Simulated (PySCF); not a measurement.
Gas-phase XPS of `P#CC1CCC1`, computed

C₅H₇P.
Bonds: P1–C2 (triple), C2–C3, C3–C4, C4–C5, C5–C6, C3–C6. Hydrogens: H7 on C3; H8, H9 on C4; H10, H11 on C5; H12, H13 on C6.

Method: delta-SCF UKS SCAN, pcX-2 on the ionised atom, pcseg-1 elsewhere, spin-free X2C in PySCF 2.14.0. Vertical ΔSCF values, vacuum level as zero.

Task: List the computed XPS lines with their assignment.

Result: 
| atom(s) | environment | level | binding energy (eV) | 2p1/2 (eV) | above the level's lowest (eV) | count |
| --- | --- | --- | --- | --- | --- | --- |
| P1 | phosphorus bonded to C | P 2p3/2 | 135.89 | 136.78 | 0.00 | 1 |
| C2 | triply bonded carbon | C 1s | 290.38 | – | 0.00 | 1 |
| C4/C6 | four-membered-ring carbon | C 1s | 290.52 | – | +0.14 | 2 |
| C5 | four-membered-ring carbon | C 1s | 290.56 | – | +0.18 | 1 |
| C3 | four-membered-ring carbon | C 1s | 291.10 | – | +0.72 | 1 |
| P1 | phosphorus bonded to C | P 1s | 2149.35 | – | 0.00 | 1 |

The listed C 1s values span 0.72 eV, from C2 (bonded to C and P (triple bond)) to C3 (bonded to 3 C and H). The widest gap between neighbouring values is 0.54 eV, between 290.56 and 291.10 eV. Summing the Pauling electronegativity differences to the bonded atoms, each weighted by its formal bond order, gives -1.08 for the lowest site and -0.35 for the highest; no listed site has a larger sum than the highest. The values 290.52 and 290.56 eV lie too close for their order to be trusted.

Task: Give the binding energy of C 1s of C4/C6 in hartree and in kJ/mol.

Result: 290.52 eV = 10.6764 Eh = 28031 kJ/mol.

Task: Which effective nuclear charge Zeff reproduces each element's mean 1s value in the hydrogen-like formula E = 13.606 eV × Zeff²?

Result: C (Z = 6): mean 290.6 eV, Zeff = 4.62, Z − Zeff = 1.38; P (Z = 15): mean 2149.3 eV, Zeff = 12.57, Z − Zeff = 2.43. Means run over the listed sites, weighted by atom count.

The first atom of each set that the bonding makes equivalent was ionised and stands for the set. The unrestricted hole states depart most from a pure doublet (⟨S²⟩ = 0.75; over 0.85 named) for C 1s of C2 (0.99), which makes this value less certain. The 2p values aren't plain energy differences: one relaxed spin-free 2p hole is combined with a matrix within the shell (ground-state 2p orbital-energy differences and spin–orbit coupling). 2p3/2, the mean of its two sublevels, lies a third of the splitting below the shell's mean and 2p1/2 two thirds above it; the statistical areas are 2:1. 2p1/2 minus 2p3/2 (ligand field included): P 0.89 eV. Geometry: GFN2-xTB, one conformer, isolated molecule.

The run took about 4 min of CPU time (one thread, shared machine).
